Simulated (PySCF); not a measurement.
## Which functional comes closest?

Molecule: SMILES N#CC(C)(C)C, C5H9N.

Mapped SMILES: `[CH3:1][C:2]([CH3:3])([CH3:4])[C:5]#[N:6]`; H(Xn) means a hydrogen on atom n.

Geometry PBE0-D3(BJ)/def2-SVP throughout; GIAO in PySCF 2.14.0 with density-fitted response routines, gas phase, one conformer, non-relativistic; equivalent atoms averaged; basis pcSseg-1.

Reference values (measured; solution, not stated per compound (mostly CDCl3 or CCl4); Pretsch, Buehlmann, Badertscher, Structure Determination of Organic Compounds, 4th ed. (2009)): δ(C2) = 28.1 ppm, δ(C1/C3/C4) = 28.5 ppm, δ(H(C1)/H(C3)/H(C4)) = 1.37 ppm. Computed shifts are taken against TMS, calculated as an isolated molecule at each level.

**Question.** How do the functionals HF, LDA, PBE, BLYP, BP86, OPBE, KT2, KT3, B97-D, B3LYP, PBE0, mPW1PW91, WP04, B97-2, BHandHLYP, CAM-B3LYP, wB97X-D, LC-wPBE perform against the reference? Times are CPU seconds on shared hosts with different chips, so compare them loosely.

**Answer.** 
```tsv
functional	kind	C2	C1/C3/C4	H(C1)/H(C3)/H(C4)	mean abs. error C	abs. error H	core-s
HF	Hartree–Fock	21.2	28.5	1.26	3.5	0.11	5.9
LDA	LDA	30.1	31.9	1.28	2.7	0.09	14
PBE	GGA	29.9	31.2	1.27	2.2	0.10	18
BLYP	GGA	31.1	31.9	1.28	3.2	0.09	18
BP86	GGA	30.3	31.4	1.28	2.5	0.09	19
OPBE	GGA	28.1	29.0	1.25	0.2	0.12	18
KT2	GGA	30.6	31.0	1.30	2.5	0.07	22
KT3	GGA	30.1	30.0	1.27	1.8	0.10	23
B97-D	GGA	29.8	30.8	1.29	2.0	0.08	23
B3LYP	global hybrid	29.0	31.2	1.27	1.8	0.10	17
PBE0	global hybrid	27.5	30.4	1.26	1.2	0.11	14
mPW1PW91	global hybrid	27.5	30.3	1.26	1.2	0.11	18
WP04	global hybrid	32.5	30.1	1.25	3.0	0.12	20
B97-2	global hybrid	27.7	30.1	1.27	1.0	0.10	17
BHandHLYP	global hybrid	26.2	30.3	1.26	1.9	0.11	21
CAM-B3LYP	range-separated hybrid	27.5	30.8	1.27	1.5	0.10	25
wB97X-D	range-separated hybrid	27.2	30.7	1.27	1.6	0.10	25
LC-wPBE	range-separated hybrid	25.0	29.4	1.24	2.0	0.13	35
```

For 13C the closest is OPBE (0.2 ppm) and the furthest HF (3.5 ppm).

For 1H the closest is KT2 (0.07 ppm, with B97-D, LDA, BLYP, BP86 practically level) and the furthest LC-wPBE (0.13 ppm). One molecule is a small sample, and vibrational and solvent effects are absent from the calculation.
